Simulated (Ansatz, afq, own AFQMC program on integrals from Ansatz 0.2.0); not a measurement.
**Atomization energy of NHO, singlet**

```xyz
3

N     0.0000   -0.1339    0.5885
O     0.0000    0.0668   -0.5843
H     0.0000    0.7999    1.0971
```

Connectivity, by distances: NH–O.

Atoms in their ground-state spins without spin–orbit coupling (mostly on UHF) minus the molecule (RHF), without zero-point energy. The geometry is a stationary point, not shown to be a minimum.

Basis cc-pVDZ. Only valence electrons are correlated. Ansatz 0.2.0 and our own AFQMC program on the same integrals; the CISD trial comes from CCSD amplitudes, and released means the phaseless constraint is let go. Free AFQMC starts from the CCSD state and is never constrained. Its projection time is finite, and what remains of the start isn't in its error. Uncertainties: one standard error, sampling alone. The errors of all members are added in quadrature.

No full CI on the walks' own integrals is used here; CCSDT(Q) serves as the reference and is uncertain by about the last step of the cluster series. Each member takes its own surest rung, up to full CI.

The best estimate is CCSD(T) at the basis-set limit (CBS: def2-TZVPP and def2-QZVPP, with their diffuse functions for anions and beside diffuse sets, CCSD(T) itself extrapolated) plus the step from CCSD(T) to CCSDT(Q) in cc-pVDZ. Rows without CBS are in cc-pVDZ, the functionals in def2-TZVP; B2PLYP and the wave-function rows carry a basis error of their own. Core correlation and relativity beyond core potentials are missing, and ± holds the sampling alone.

Cautions: NHO (singlet): higher spins were not checked, restricted determinant unstable towards unrestricted (UHF 91 meV lower, ⟨S²⟩ 0.41).

Problem. Estimate: order these levels by their error in the atomization energy against the best estimate, smallest first.
A. MP2/CBS
B. HF
C. CCSD
D. wB97M-V

Solution. D (4.1 kJ/mol), A (29.7 kJ/mol), C (144.4 kJ/mol), B (550.9 kJ/mol).

Best estimate: 859.2 kJ/mol.

Best estimates are given only where the step beyond CCSD(T) is under 0.3 eV and no member's determinant is very poor (T1 over 0.05, or 0.07 for open shells, ⟨S²⟩ too high by 0.3, two states mixed), so the hardest cases are missing from such tables.

The functionals ran in a triple-zeta set and keep a basis error of their own, a few kJ/mol for each bond in atomization energies and more for double hybrids, so close places among them and the extrapolated levels can swap.

Each member of a difference takes its own highest rung, so a best estimate needn't equal the limit plus the step of one row. A walk keeps the symmetry of its determinant, which the program's search chose and which needn't be the lowest solution, so a lower state of the same spin and another symmetry isn't excluded.
